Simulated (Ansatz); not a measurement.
Working through a geometry optimisation of C₆H₄, SMILES C#CC=C=C=C

Program: Ansatz 0.2.0, Python API.

At the Python prompt:
```pycon
>>> import ansatz as az
>>> import numpy as np
>>> import pandas as pd
>>> geometry_ang = [
...     ("C", [-2.8539, 1.0706, -0.3099]),
...     ("C", [-2.0362, 0.21, -0.0994]),
...     ("C", [-1.0635, -0.8159, 0.1515]),
...     ("C", [0.208, -0.5325, 0.1225]),
...     ("C", [1.459, -0.2542, 0.094]),
...     ("C", [2.7299, 0.0288, 0.065]),
...     ("H", [-3.5716, 1.8261, -0.4947]),
...     ("H", [-1.3868, -1.8255, 0.3649]),
...     ("H", [3.4622, -0.7625, 0.1489]),
...     ("H", [3.0529, 1.0552, -0.043]),
... ]
>>> system = az.Crystal.molecule()
>>> for symbol, xyz in geometry_ang:
...     system = system.atom(symbol, xyz)
...
>>> base = (
...     system.calculation()
...     .basis(gaussian="def2-SVP")
...     .functional("hf")
...     .accuracy("medium")
... )
>>> symbols = [site.symbol for site in system.cartesian_sites]
>>> start = np.array([site.position_ang for site in system.cartesian_sites], dtype=float)
>>> def progress(event):
...     if event["event"] == "relax_step":
...         row = event["data"]
...         print(f"step {row['step']:3d}  E = {row['lagrangian_ev']:.6f} eV  max force {row['allowed_force_max_ev_ang']:.4f} eV/A")
...
>>> r = base.relax(force_tolerance=0.01, max_steps=100).session().plan().execute(on_event=progress).report
step   1  E = -6236.637347 eV  max force 2.2339 eV/A
step   2  E = -6236.589438 eV  max force 0.8752 eV/A
step   3  E = -6236.681729 eV  max force 0.7801 eV/A
step   4  E = -6236.697210 eV  max force 0.1784 eV/A
step   5  E = -6236.687930 eV  max force 0.5031 eV/A
step   6  E = -6236.697877 eV  max force 0.1036 eV/A
step   7  E = -6236.698147 eV  max force 0.1142 eV/A
step   8  E = -6236.650998 eV  max force 1.7654 eV/A
step   9  E = -6236.698933 eV  max force 0.0160 eV/A
step  10  E = -6236.698916 eV  max force 0.0096 eV/A
step  11  E = -6236.698960 eV  max force 0.0127 eV/A
step  12  E = -6236.698985 eV  max force 0.0021 eV/A
>>> end = np.array(r["positions_ang"])
>>> print("reference energy %16.6f eV" % r["reference_energy_ev"])
reference energy     -6236.698985 eV
>>> print("total energy     %16.6f eV" % r["free_energy_ev"])
total energy         -6236.698985 eV
>>> print("occupied (up, down):", r["n_occupied"], " virtual:", r["n_virtual"], " frozen:", r["n_frozen"])
occupied (up, down): [20, 20]  virtual: [84, 84]  frozen: 0
>>> print("bond        before    after (A)")
bond        before    after (A)
>>> for i, j in [(0, 1), (0, 6), (1, 2), (2, 3), (2, 7), (3, 4), (4, 5), (5, 8), (5, 9)]:
...     d0, d1 = (np.linalg.norm(xyz[i] - xyz[j]) for xyz in (start, end))
...     print(f"{symbols[i]}{i}-{symbols[j]}{j}".ljust(10), f"{d0:8.4f} {d1:8.4f}")
...
C0-C1        1.2056   1.1931
C0-H6        1.0583   1.0650
C1-C2        1.4358   1.4374
C2-C3        1.3030   1.3142
C2-H7        1.0814   1.0851
C3-C4        1.2819   1.2652
C4-C5        1.3024   1.3072
C5-H8        1.0814   1.0833
C5-H9        1.0814   1.0833
>>> charges = r["charge_distribution"]
>>> table = pd.DataFrame({"atom": symbols, "mulliken": charges["mulliken_charges_e"], "lowdin": charges["lowdin_charges_e"]})
>>> table.round(3)
  atom  mulliken  lowdin
0    C    -0.322  -0.026
1    C     0.186  -0.067
2    C    -0.127   0.028
3    C     0.062  -0.040
4    C    -0.028  -0.070
5    C    -0.139   0.064
6    H     0.079   0.031
7    H     0.103   0.036
8    H     0.092   0.021
9    H     0.094   0.022
>>> print("dipole (e A):", np.round(charges["dipole_moment_e_ang"], 4) + 0.0)
dipole (e A): [ 0.1575 -0.0098  0.0064]
```

Reading the output:
- The settings weren't tested for convergence.
- The end point is the stationary point reached from this start; no frequency run checks that it is a minimum, and the basis set is modest.
- The Löwdin charges here are taken after orthogonalising the functions within each atom; they differ from plain Löwdin charges, and their signs can be unphysical.
- Finished in 46 s on 1 thread of Arm Neoverse N1, with other jobs on the host, peak memory 0.31 GiB.

(Lines on the test bed's own set-up are left out of the output.)
